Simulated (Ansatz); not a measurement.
Input file for ClH₂NSi (`N[Si]Cl`):

```yaml
crystal:
  periodic: [false, false, false]
  atoms:
    - {symbol: N, position_ang: [-0.148250, 0.583450, -0.233885]}
    - {symbol: Si, position_ang: [-0.116229, -0.341783, 1.192573]}
    - {symbol: Cl, position_ang: [0.648995, -2.124478, 0.377265]}
    - {symbol: H, position_ang: [-0.473349, 1.538615, -0.227367]}
    - {symbol: H, position_ang: [0.138633, 0.270596, -1.149984]}
basis:
  gaussian: {orbitals: def2-QZVPP}
correlation: {method: ccsd_t}
```

```sh
$ ansatz run in.yaml --threads 2 --pin off --events-out ev --progress --plain
```

The program prints (abridged):

```
Functional definition: HF
1524 factors; integrals over basis functions are off by at most 1.2e-3 eV
mean field evaluation 1: about -21879.8131 eV, gradient 3.7e1 eV
mean field evaluation 2: about -21879.8958 eV, gradient 3.7e1 eV
mean field evaluation 4: about -21882.7396 eV, gradient 2.8e0 eV
mean field evaluation 8: about -21882.7844 eV, gradient 2.5e-1 eV
mean field -21882.78492881 eV, -804.1775134493 hartree, gradient 2.2e-6 eV, S^2 0.000000; 0 other end points of the search recorded, 0 dependent functions left out
11 core orbitals not correlated: weight in the atoms' cores, before any rotation towards them, 1.000 or more for the frozen orbitals, at most 0.000 for the correlated occupied ones
reference -21882.78492881 eV, -804.1775134493 hartree; 9, 9 occupied and 237, 237 virtual orbitals, 1524 factors
second order -14.88101114 eV of doubles, -0.00000000 eV of singles
cycle   1  -15.20388446 eV  change   -3.2e-1 eV  update   8.3e-2
cycle   2  -15.56023259 eV  change   -3.6e-1 eV  update   2.7e-2
cycle   3  -15.63621555 eV  change   -7.6e-2 eV  update   1.4e-2
cycle   4  -15.62296581 eV  change    1.3e-2 eV  update   3.5e-3
cycle   5  -15.62224841 eV  change    7.2e-4 eV  update   1.7e-3
cycle   6  -15.62250223 eV  change   -2.5e-4 eV  update   5.2e-4
cycle   7  -15.62230330 eV  change    2.0e-4 eV  update   2.1e-4
cycle   8  -15.62234008 eV  change   -3.7e-5 eV  update   7.1e-5
cycle   9  -15.62235718 eV  change   -1.7e-5 eV  update   2.7e-5
cycle  10  -15.62234339 eV  change    1.4e-5 eV  update   9.3e-6
perturbative correction -0.73050551 eV, -0.0268455825 hartree
Total energy: -21899.13777771 eV, -804.7784695621 hartree
```

Hardware: 2 threads of a server CPU on a shared host. Wall time 6.5 min, peak host memory 2.1 GiB.

Correlation energy per correlated electron: -0.908 eV. T1 diagnostic: 0.0125.
